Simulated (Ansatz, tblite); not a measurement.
**Si(SiH3)2H2 (Si₃H₈): rung by rung**

How do method and basis change the picture of Si(SiH3)2H2 (Si₃H₈) (singlet)?

Program: Ansatz 0.2.0, Gaussian basis. Level of theory: as each input shows. These are calculated values, not measurements.

Levels to be run: GFN1-xTB, GFN2-xTB, PBE-D4/def2-TZVP, r2SCAN-D4/def2-TZVP, PBE-QIDH/def2-TZVP, CAM-B3LYP-D4/def2-TZVP, B3LYP-D4/def2-TZVP, HSE06-D4/def2-TZVP, ωB97X-V/def2-TZVP, B2PLYP/def2-TZVP, r2SCANh-D4/def2-TZVP, PBE-D4/def2-SVP, PBE0-D4/def2-SVP, HF/STO-3G, HF/6-31G, B3LYP-D4/6-31G, CCSD(T)/def2-TZVPP, MP2/def2-TZVP, RPA/def2-TZVP.

### Step 1. The structure

The geometry is that of the singlet, from an earlier relaxation (PBE0-D4/def2-SVP).

11 atoms, charge 0, spin multiplicity 1.

Bond lengths: Si1–Si2 2.345 Å, Si1–Si6 2.345 Å, Si1–H10 1.498 Å, Si1–H11 1.498 Å, Si2–H3 1.496 Å, Si2–H4 1.495 Å, Si2–H5 1.496 Å, Si6–H7 1.496 Å, Si6–H8 1.496 Å, Si6–H9 1.495 Å. Angles: Si2–Si1–Si6 109.5°, Si2–Si1–H10 109.7°, Si2–Si1–H11 109.7°, Si6–Si1–H10 109.7°, Si6–Si1–H11 109.8°, H10–Si1–H11 108.4°, Si1–Si2–H3 109.6°, Si1–Si2–H4 111.3°, Si1–Si2–H5 109.5°, H3–Si2–H4 108.9°, H3–Si2–H5 108.6°, H4–Si2–H5 108.9°, Si1–Si6–H7 109.6°, Si1–Si6–H8 109.5°, Si1–Si6–H9 111.3°, H7–Si6–H8 108.6°, H7–Si6–H9 108.9°, H8–Si6–H9 108.9°.

Geometry (Å):

```xyz
11
H8Si3
Si   -0.80875    0.03065   -0.57311
Si   -0.81351   -0.02470    1.77103
H    -0.13138   -1.26943    2.24488
H    -2.20759   -0.00072    2.31136
H    -0.06774    1.15886    2.30108
Si    1.40199    0.00169   -1.35411
H     2.08714   -1.23929   -0.87519
H     2.13743    1.18915   -0.81855
H     1.44986    0.03550   -2.84817
H    -1.49616    1.27300   -1.05038
H    -1.55127   -1.15472   -1.10884
```

PBE0-D4/def2-TZVP was run before; its log isn't repeated, and its numbers join the tables.

### Step 2. GFN1-xTB

Tight binding, by tblite at 300 K electronic temperature and without a spin-polarisation term:

```python
tblite.interface.Calculator('GFN1-xTB', numbers, positions, charge=0, uhf=0).singlepoint()
```

Energy -267.9035 eV, HOMO -11.19 eV, LUMO -7.56 eV; 0.007 s.

### Step 3. GFN2-xTB

Tight binding, by tblite at 300 K electronic temperature and without a spin-polarisation term:

```python
tblite.interface.Calculator('GFN2-xTB', numbers, positions, charge=0, uhf=0).singlepoint()
```

Energy -251.1964 eV, HOMO -9.52 eV, LUMO -5.59 eV; 0.004 s.

### Step 4. PBE-D4/def2-TZVP

start.molden holds the orbitals of an earlier run on this state, given as this run's starting guess.

Contents of in.yaml:

```yaml
crystal:
  periodic: [false, false, false]
  atoms:
    - {symbol: Si, position_ang: [-0.808752, 0.030649, -0.573108]}
    - {symbol: Si, position_ang: [-0.813513, -0.024699, 1.771030]}
    - {symbol: H, position_ang: [-0.131383, -1.269432, 2.244878]}
    - {symbol: H, position_ang: [-2.207595, -0.000718, 2.311359]}
    - {symbol: H, position_ang: [-0.067741, 1.158864, 2.301080]}
    - {symbol: Si, position_ang: [1.401988, 0.001687, -1.354107]}
    - {symbol: H, position_ang: [2.087136, -1.239293, -0.875193]}
    - {symbol: H, position_ang: [2.137434, 1.189151, -0.818546]}
    - {symbol: H, position_ang: [1.449858, 0.035498, -2.848170]}
    - {symbol: H, position_ang: [-1.496162, 1.273000, -1.050379]}
    - {symbol: H, position_ang: [-1.551270, -1.154717, -1.108843]}
basis:
  gaussian: {orbitals: def2-TZVP, initial_orbitals: start.molden}
hamiltonian: {xc: pbe, dispersion: d4}
scf: {omitted_lower_state_checks: [starts]}
output: {orbitals: {seedname: orbitals}}
```

The run is started by

```sh
$ ansatz run in.yaml --threads 4 --pin off --events-out ev --progress --plain --max-ram 3916MiB
```

After this run come: r2SCAN-D4/def2-TZVP; PBE-QIDH/def2-TZVP; CAM-B3LYP-D4/def2-TZVP; B3LYP-D4/def2-TZVP; HSE06-D4/def2-TZVP; ωB97X-V/def2-TZVP; B2PLYP/def2-TZVP; r2SCANh-D4/def2-TZVP; PBE-D4/def2-SVP; PBE0-D4/def2-SVP; HF/STO-3G; HF/6-31G; B3LYP-D4/6-31G; CCSD(T)/def2-TZVPP; MP2/def2-TZVP; RPA/def2-TZVP.

**Question.** What will the summary of the whole plan be? Wanted: gap in def2-TZVP, named functionals, smallest and largest; correlation energy, CCSD(T)/def2-TZVPP; correlation energy, MP2/def2-TZVP; binding an atom, CCSD(T)/def2-TZVPP; PBE0 total energy, smallest basis above largest.

**Answer**, as computed:

| quantity | value |
| --- | --- |
| gap in def2-TZVP, named functionals, smallest and largest | 5.90 eV (PBE-D4), 12.00 eV (ωB97X-V) |
| correlation energy, CCSD(T)/def2-TZVPP | -12.90 eV |
| correlation energy, MP2/def2-TZVP | -9.84 eV |
| binding an atom, CCSD(T)/def2-TZVPP | 2.883 eV |
| PBE0 total energy, smallest basis above largest | 8.28 eV (def2-SVP, def2-TZVP) |

In words: Orbital gaps of the named functionals in def2-TZVP span 5.90 eV (PBE-D4) to 12.00 eV (ωB97X-V); exact exchange widens it. A small miss in a minimal or small basis is a cancelling of errors, not accuracy. The functionals in def2-TZVP miss CCSD(T)/def2-TZVPP by +0.009 (PBE-D4) to +0.096 eV (ωB97X-V) an atom. The reference is CCSD(T) in one finite basis, so it carries an error of its own, often a tenth of an eV or more, and near misses can't be ranked.
